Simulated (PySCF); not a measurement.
nitrous oxide (N2O), SMILES N#[N+][O-]. Atoms are numbered in the order given.

```xyz
3

N      0.0000     0.0000    -1.1894
N      0.0000     0.0000    -0.0713
O      0.0000     0.0000     1.1031
```
Charge 0, spin multiplicity 1.

Geometry optimised at PBE0-D3(BJ)/def2-TZVP.

Calculation: PySCF with PBE0/def2-TZVPD.

The molecule is in vacuum.

Estimate the frontier levels, gap, dipole moment and polarisability. (An estimate is asked for; the answer gives what the named calculation found.)


The highest occupied level is -9.84 eV and the lowest empty level comes out as -0.26 eV. The orbital gap is 9.58 eV, the dipole moment comes out as 0.007 e·Å and the quadrupole, principal values (traceless, Buckingham form, about the centre of nuclear charge) is -3.77, 1.89, 1.89 D·Å. The mean static polarisability is 19.0 bohr³ (2.81 Å³). The polarisability, principal values comes out as 12.9, 12.9, 31.1 bohr³.
